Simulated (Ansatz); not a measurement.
## Multireference treatment of C2H2O2, singlet

Calculated in Ansatz's Gaussian-basis code. Basis aug-cc-pVDZ, nonrelativistic, no frozen core. State-specific CASSCF; RHF is the lowest restricted (open-shell) Hartree–Fock solution met. Solutions may break the symmetry of the shape. No proof that the lowest CASSCF solution was found.

Geometry:

```json
{"atom": "C", "x (Å)": "0.0000", "y (Å)": "-0.3947", "z (Å)": "-0.6453"}
{"atom": "C", "x (Å)": "0.0000", "y (Å)": "0.3947", "z (Å)": "0.6453"}
{"atom": "O", "x (Å)": "0.0000", "y (Å)": "0.1670", "z (Å)": "-1.7316"}
{"atom": "H", "x (Å)": "0.0000", "y (Å)": "-1.4939", "z (Å)": "-0.5259"}
{"atom": "O", "x (Å)": "0.0000", "y (Å)": "-0.1670", "z (Å)": "1.7316"}
{"atom": "H", "x (Å)": "0.0000", "y (Å)": "1.4939", "z (Å)": "0.5259"}
```

Task: What do CASSCF and its corrections give against RHF in CAS(4,4), and what are the occupations?

Result: CASSCF -1.987 eV, SC-NEVPT2 -17.911 eV; occupations 1.92, 1.90, 0.11, 0.06.

Task: Roughly how much CPU time does a whole run from the default start take (median of such runs, summed over threads; nearly all runs on one pinned thread of a shared server, mostly Xeon at 2.3 to 2.6 GHz, by a development driver)?

Result: CAS(4,4): about 4.2 s. Other jobs ran beside these, and the count of passes differs.
